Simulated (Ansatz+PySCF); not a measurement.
Results of a calculation; reference values are marked as such.
**Several solutions for singlet NaCl**

```yaml
atoms:
  - { symbol: Na, position_ang: [0.0000, 0.0000, -1.4197] }
  - { symbol: Cl, position_ang: [0.0000, 0.0000, 0.9186] }
```

Basis set: def2-SVP (spherical functions). Charge 0, multiplicity 1.

CASSCF(2,2) was run from several starts with Ansatz (development build ahead of 0.2.0) and PySCF 2.14.0. The starts are those of the Hartree–Fock orbitals from which the active space was taken at the frontier.

| run | program | start | converged | energy (hartree) | <S²> |
| --- | --- | --- | --- | --- | --- |
| A | Ansatz | search for the lowest state | yes | -621.22947 | 0.00 |
| B | Ansatz | atomic start, no search | yes | -621.22810 | 0.00 |
| C | Ansatz | stability test followed | yes | -621.22947 | 0.00 |
| D | PySCF | program defaults | yes | -621.22229 | 0.00 |

Which runs reached the lowest solution of this kind, and what is wrong with the others?

A, C reached the lowest solution found. Converged but too high: B by 0.04 eV, D by 0.20 eV. Convergence only shows a stationary point; in CASSCF the end hangs on which orbitals enter the active space. Caution: other starts end on other solutions of this active space.
